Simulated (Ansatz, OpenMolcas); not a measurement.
## How methods differ on SiNH5 (SMILES [SiH3]N)

SiNH5: 7 atoms, total charge 0, spin state singlet. As SMILES, `[SiH3]N`. Geometry: relaxed at PBE0-D4/def2-TZVP.

Quantity: the electronic atomisation energy, in eV. The values are calculated. Electronic energies at fixed atoms, without zero-point motion or spin-orbit coupling.

```tsv
level	kind	program	value (eV)	less CCSD(T)/def2-TZVP	CPU time (all runs)
SVWN5/def2-TZVP	LDA	Ansatz	24.87	+3.47	4.1 s
BLYP/def2-TZVP	GGA	Ansatz	22.16	+0.76	6.2 s
PBE/def2-TZVP	GGA	OpenMolcas	22.20	+0.80	57 s
r2SCAN/def2-TZVP	meta-GGA	OpenMolcas	22.17	+0.77	73 s
B3LYP/def2-TZVP	global hybrid	OpenMolcas	22.36	+0.96	56 s
HSE06/def2-TZVP	range-separated hybrid	Ansatz	22.01	+0.61	7.4 s
RPA@PBE0/def2-TZVP	RPA	Ansatz	20.98	-0.42	9.3 s
MP2/def2-TZVP	perturbation theory	Ansatz	21.27	-0.13	2.5 s
CCSD(T)/def2-TZVP	coupled cluster or CI	Ansatz	21.40	0.00	11 s
```

Differences are taken from CCSD(T)/def2-TZVP for orientation; it has basis-set and higher-order errors of its own. The values span 20.98 to 24.87 eV. CPU times are rough (shared hosts, several kinds of processor and program).
